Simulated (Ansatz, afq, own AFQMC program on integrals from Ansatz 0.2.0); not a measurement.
## AlGe⁺, singlet in cc-pVTZ, levels against CCSDT(Q)

```xyz
2

Ge    0.0000    0.0000    0.0000
Al    0.0000    0.0000    3.1299
```

Basis cc-pVTZ. Noble-gas cores (and the filled d shells of Ga–Kr and In–Xe) are frozen. AFQMC by an in-house program on the Cholesky factors that Ansatz 0.2.0 writes for its CCSD(T) run. ph-AFQMC/CISD is guided by a CISD state made of CCSD amplitudes; releasing the constraint for a short imaginary time cuts its bias at the price of noise, slowly where states lie close. ± is one standard error of the sampling. No spin–orbit coupling.

Determinant: RHF, the one that the program's search chose, which needn't be the lowest solution. The geometry is a PBE0/def2-TZVP stationary point of this or a neighbouring charge and spin state.

No full CI on the walks' own integrals is used here; CCSDT(Q) serves as the reference and is uncertain by about the last step of the cluster series.

Cautions: no relativity below Rb; no spin-orbit coupling; inner d shell frozen; higher spins were not checked; restricted determinant unstable towards unrestricted (UHF 789 meV lower, ⟨S²⟩ 1.08); CCSDT(Q) on the UHF determinant differs (373 meV lower), perhaps since the unrestricted series falls towards higher spin.

- T1 diagnostic: 0.0140
- weight of the determinant in the CISD state: 0.845
- size of the correlated space: 6 electrons in 58 orbitals

| level | correlation energy (eV) |
| --- | --- |
| MP2 | -2.7065 |
| CCSD | -3.6008 |
| CCSD(T) | -3.7164 |

Task: Estimate where AFQMC with the constraint released lies against CCSD(T) on the same integrals.

Result: 4.0 ± 2.9 kJ/mol below CCSD(T). The gap is under twice the noise, so this walk alone can't tell the two apart.

Reference: CCSDT(Q), correlation energy -3.758 eV. The released energy is read at 2.40 1/Eh (meV from the phaseless value at times in 1/Eh: 8 ± 20 at 0.24, -6 ± 20 at 0.51, -16 ± 25 at 0.99, 34 ± 16 at 1.62, -5 ± 30 at 2.40).

| level | E − E(reference) (kJ/mol) | share of correlation (%) |
| --- | --- | --- |
| CCSD(T) | 4.1 | 98.88 |
| CCSDT | 1.2 | 99.66 |
| ph-AFQMC/HF | 3.8 ± 4.3 | 98.94 |
| ph-AFQMC/CISD | 0.5 ± 1.6 | 99.86 |
| released AFQMC | 0.0 ± 2.9 | 100.00 |

A walk keeps the symmetry of its determinant, which the program's search chose and which needn't be the lowest solution, so a lower state of the same spin and another symmetry isn't excluded. Released energies are given only where the last usable release times agree within the noise; a slower fall can still hide under it.
